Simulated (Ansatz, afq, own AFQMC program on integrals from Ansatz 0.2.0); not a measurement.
**Atomization energy of CH4Si, singlet**

```xyz
6

Si    0.0000    0.0000    0.5299
C     0.0000    0.0000   -1.1689
H     0.0000    1.2445    1.3276
H     0.0000   -1.2445    1.3276
H     0.0000    0.9175   -1.7458
H     0.0000   -0.9175   -1.7458
```

Connectivity, by distances: SiH2–CH2.

Atoms in their ground-state spins without spin–orbit coupling (mostly on UHF) minus the molecule (RHF), without zero-point energy. The geometry is a stationary point, not shown to be a minimum.

Basis cc-pVDZ. Noble-gas cores (and the filled d shells of Ga–Kr and In–Xe) are frozen. AFQMC by an in-house program on the Cholesky factors that Ansatz 0.2.0 writes for its CCSD(T) run. ph-AFQMC/CISD is guided by a CISD state made of CCSD amplitudes; releasing the constraint for a short imaginary time cuts its bias at the price of noise, slowly where states lie close. Free projection: walkers drawn from exp(T), propagated without any constraint. Its projection time is finite, and what remains of the start isn't in its error. Uncertainties: one standard error, sampling alone. The errors of all members are added in quadrature.

No full CI on the walks' own integrals is used here; CCSDT(Q) serves as the reference and is uncertain by about the last step of the cluster series. Each member takes its own surest rung, up to full CI.

Errors are counted within cc-pVDZ, not against nature.

Cautions: CH₄Si (singlet): restricted determinant unstable towards unrestricted (UHF 55 meV lower, ⟨S²⟩ 0.28); other spins of the molecule weren't checked.

```json
{"level": "MP2", "atomization energy (kJ/mol)": "1762.4"}
{"level": "CCSD", "atomization energy (kJ/mol)": "1746.4"}
```

Problem. From these cheaper values, estimate the atomization energy at the reference level in cc-pVDZ.

Solution. 1769.5 kJ/mol (CCSDT(Q) in cc-pVDZ).

| level | atomization energy (kJ/mol) | error against CCSDT(Q) (kJ/mol) |
| --- | --- | --- |
| HF | 1377.3 | -392.2 |
| CCSD(T) | 1767.0 | -2.4 |
| CCSDT | 1767.8 | -1.7 |
| ph-AFQMC/CISD | 1769.8 ± 2.0 | 0.3 ± 2.0 |
| released AFQMC | 1772.0 ± 2.0 | 2.5 ± 2.0 |
| free AFQMC | 1766.3 ± 2.2 | -3.2 ± 2.2 |

Correlation beyond CCSD(T) adds 2.4 kJ/mol. The perturbative (T) step is worth +20.7 kJ/mol.

Free projections are given only where their last times agree within the noise and don't stop above the reference; a slow remainder of the start can still hide under it. A walk keeps the symmetry of its determinant, which the program's search chose and which needn't be the lowest solution, so a lower state of the same spin and another symmetry isn't excluded. Released energies are given only where the last usable release times agree within the noise; a slower fall can still hide under it.
